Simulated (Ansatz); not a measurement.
```tsv
atom	x (Å)	y (Å)	z (Å)
N	-0.0155	-0.0569	-1.1105
N	0.0047	0.0827	-0.1110
O	-0.1329	0.0087	1.1430
```

RHF on singlet N2O was run in several spherical basis sets with Ansatz (development build ahead of 0.2.0). Caution for RHF: no unrestricted run beside it, a lower state can exist; stretched shape with no unrestricted run beside it, a lower state can exist.

Question: Rank the basis sets by the total energy that they give, lowest first, with the distance from the lowest.
A. 6-31G
B. def2-SVP
C. cc-pVDZ
D. STO-3G

Answer: C (0.00 eV), A (3.74 eV), B (4.56 eV), D (69.36 eV).

Totals follow the description of the cores as much as that of the bonds, so this order isn't one of quality for chemistry.
